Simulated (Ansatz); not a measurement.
## hcp Be

Level of theory: LDA in Ansatz (PAW).

Run with plane-wave cutoff 520 eV, 30×30×16 k mesh (along the axes of the cell as run), Fermi–Dirac smearing 0.05 eV, scalar-relativistic PAW data made under PBE.

Cell (relaxed at this level):

```xyz
2
Lattice="1.1141 -1.9296 0.0000 1.1141 1.9296 0.0000 0.0000 0.0000 3.5115" Properties=species:S:1:pos:R:3 pbc="T T T"
Be     1.1141     0.6432     0.8779
Be     1.1141    -0.6432     2.6336
```

```
Item                                                Value
------------------------------------------  -------------
bulk modulus                                      131 GPa
band gap                                    zero (no gap)
pressure derivative B′ of the bulk modulus            3.3
```

Measured, for comparison: bulk modulus 117 GPa (room temperature, no zero-point or thermal correction, our sources range from 97.2 to 117; as tabulated in arXiv:2410.04971). Computed (rounded) less measured: bulk modulus not scored (sources differ).

Note: the bulk modulus comes from volumes at which shape and atoms were relaxed.

Ansatz is a quantum-chemistry and plane-wave program.
